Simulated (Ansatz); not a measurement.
# H₄NPSi, SMILES N1[SiH2]P1: a short molecular-dynamics run

Computed with Ansatz's Python interface.

The script reads `h4npsi.xyz`:
```text
7

N    -0.65750   -0.69030    0.15930
Si   -0.57610    0.96700    0.05520
P     0.68320   -1.22140    0.65630
H    -0.97500   -1.06640   -0.71000
H     0.34760    1.37900   -1.04620
H    -0.28200    1.65690    1.34180
H     1.52100   -1.09280   -0.50190
```

The cells in order, each with its output:

```python
import ansatz as az
import numpy as np
```

```python
h4npsi = az.Crystal.molecule_from_extxyz("h4npsi.xyz")
```

```python
calculation = (
    h4npsi.calculation()
    .basis(gaussian="def2-SVP")
    .functional("hf")
)
symbols = [site.symbol for site in h4npsi.cartesian_sites]
start = np.array([site.position_ang for site in h4npsi.cartesian_sites], dtype=float)
r = calculation.relax(force_tolerance=0.02).run(threads=1, pin="off").report
end = np.array(r["positions_ang"])
minimum = az.Crystal.molecule()
for symbol, place in zip(symbols, end):
    minimum = minimum.atom(symbol, place.tolist())
```

```python
# dynamics from the relaxed geometry
calculation = (
    minimum.calculation()
    .basis(gaussian="def2-SVP")
    .functional("hf")
    .md("nve", timestep=0.25, steps=20, temperature=300, initial_velocities="maxwell_boltzmann", seed=81)
)
frames = []
out = calculation.session().plan().execute(on_event=lambda e: frames.append(e["data"]) if e["event"] == "md_step" else None)
print("t (fs)   E_pot (eV)      E_kin (eV)   T (K)   d(0-1) (A)")
for f in frames[::2]:
    xyz = np.array(f["positions_ang"])
    print(f"{f['time_fs']:6.2f} {f['lagrangian_ev']:14.5f} {f['e_kin_ev']:10.5f} {f['temperature_k']:8.1f} {np.linalg.norm(xyz[0] - xyz[1]):9.4f}")
kept = np.array([f["conserved_ev"] for f in frames])
print(f"conserved energy moves by at most {1000 * np.ptp(kept):.3f} meV")
```

    t (fs)   E_pot (eV)      E_kin (eV)   T (K)   d(0-1) (A)
      0.00   -18671.82700    0.19389    300.0    1.6930
      0.50   -18671.82149    0.18841    291.5    1.6949
      1.00   -18671.80715    0.17416    269.5    1.6969
      1.50   -18671.78964    0.15676    242.5    1.6986
      2.00   -18671.77528    0.14246    220.4    1.7000
      2.50   -18671.76749    0.13464    208.3    1.7012
      3.00   -18671.76509    0.13217    204.5    1.7022
      3.50   -18671.76382    0.13083    202.4    1.7029
      4.00   -18671.75955    0.12654    195.8    1.7034
      4.50   -18671.75084    0.11786    182.4    1.7038
      5.00   -18671.73930    0.10637    164.6    1.7043
    conserved energy moves by at most 0.287 meV

What to keep in mind:
- Total energies depend on the basis set; only differences at equal settings carry meaning.
- The trajectory is only some femtoseconds long, so its temperature is not equilibrated; where the script doesn't relax first, it starts from a rough generated geometry.
- The temperature counts the internal degrees of freedom alone.
- It ran for 44 s on 1 thread of Arm Neoverse V2, with other jobs on the host, peak memory 0.19 GiB.
